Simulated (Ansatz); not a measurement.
# BSiP (singlet): the correlation ladder, cc-pVTZ

One table from this session's results is given with a row withheld; the runs are named, their logs left out.

The runs use Ansatz 0.2.0, Gaussian basis; cc-pVTZ, core rule «outside noble gas», up to 11 orbitals frozen.

The runs, in order: UHF; CCSD(T) on RHF; BCCD(T) on RHF.

19 further runs of the same task are left out: 1 for a known fault of the program, 18 set aside as unsound or not needed.

### The system

The geometry is a PBE0/def2-TZVP stationary point (not a proven minimum) of the parent state, kept for this charge and spin.

3 atoms, charge 0, spin multiplicity 1.

Atoms are counted from 1 here; the program's logs count them from 0.

Bond lengths: B1–Si2 1.861 Å, Si2–P3 2.006 Å. Angles: B1–Si2–P3 180.0°.

As a file:

```xyz
3
charge 0, multiplicity 1
B     0.0000    0.0000    1.9097
Si    0.0000    0.0000    0.0484
P     0.0000    0.0000   -1.9581
```

The first run:

in.yaml reads:

```yaml
crystal:
  periodic: [false, false, false]
  atoms:
    - {symbol: B, position_ang: [0.000000, 0.000000, 1.909700]}
    - {symbol: Si, position_ang: [0.000000, 0.000000, 0.048400]}
    - {symbol: P, position_ang: [0.000000, 0.000000, -1.958100]}
basis:
  gaussian: {orbitals: cc-pVTZ}
magnetization: {spin_polarized: true, initial_magnetization: 0}
hamiltonian: {xc: hf}
output: {orbitals: {seedname: orbitals}}
```

Run with:

```console
ansatz run in.yaml --threads 1 --pin off --events-out ev --progress --plain --max-ram 4096MiB --backend cpu
```

Among the steps run: UHF; CCSD(T) on RHF; BCCD(T) on RHF.

One of the session's tables, all rows but one given; the rest of the session is left out.

| method | from RCCSD(T) (kJ/mol) |
| --- | --- |
| RHF | +1025.4 |
| UHF | ? |
| RMP2 | +157.2 |
| RCCSD | +82.2 |
| RCCSD(T) | 0 |
| BCCD(T) | -0.8 |

Q: Estimate the row for UHF from the others.

**Answer.** from RCCSD(T) (kJ/mol): +913.7. In the column «from RCCSD(T) (kJ/mol)» it lies between RMP2 (+157.2) and RHF (+1025.4).

Limits of these values: The determinant is far from a pure spin state, so its energy mixes those of several spin states (harmless only where they are near-degenerate, as at dissociation). Warnings: restricted reference is unstable; spin contamination; large T1 diagnostic.
